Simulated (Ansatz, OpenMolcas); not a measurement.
## Heat of formation of AlNH3 (SMILES [NH2][AlH]) from total energies

The species is AlNH3 (5 atoms), meant as a doublet with charge 0. SMILES: `[NH2][AlH]`. The shape is that of a PBE0-D4/def2-TZVP optimisation. This is one conformer, not always the lowest.

Total energies at UPBE0/cc-pVTZ (OpenMolcas 26.06); the atoms run unrestricted:

```
species    state  energy (Eh)
  AlNH3  doublet  -298.818055
      N  quartet   -54.541602
     Al  doublet  -242.252124
      H  doublet    -0.501038
```

Harmonic wavenumbers at UPBE0-D4/def2-TZVP, in cm⁻¹: 405, 475, 483, 721, 803, 1559, 1824, 3589, 3687.

Measured heats of formation of the gaseous atoms at 298.15 K, in kJ/mol: N 472.4, Al 329.7, H 218.0. Spin-orbit lowering of the atoms at 298 K (mean of the ground term's levels less their thermal mean, from spectra), in kJ/mol: Al 0.17. Take 1 Eh = 2625.50 kJ/mol, 1 cm⁻¹ = 0.0119627 kJ/mol, RT = 2.479 kJ/mol.

What heat of formation follows?


1. Electronic atomisation energy: (-54.541602) + (-242.252124) + 3 × (-0.501038) − (-298.818055) = 0.521215 Eh = 1368.4 kJ/mol.
2. Zero-point energy: half the sum of the wavenumbers, 6773 cm⁻¹ = 81.0 kJ/mol.
3. Thermal vibrational enthalpy, Σ hcν̃/(exp(hcν̃/kT) − 1): 2.6 kJ/mol. Translation, rotation and pV of a non-linear molecule: 4 RT = 9.9 kJ/mol.
4. The 5 free atoms carry 5/2 RT each: 31.0 kJ/mol.
5. Spin-orbit coupling lowers the free atoms by 0.17 = 0.2 kJ/mol.
6. Atomisation enthalpy at 298 K: 1368.4 − 0.2 − 81.0 − 2.6 − 9.9 + 31.0 = 1305.7 kJ/mol.
7. Sum of the atoms' heats of formation: 1456.1 kJ/mol. Heat of formation: 1456.1 − 1305.7 = +150.4 kJ/mol.

No measured value is set beside it here. Anharmonicity and any spin-orbit splitting of the molecule are left out.
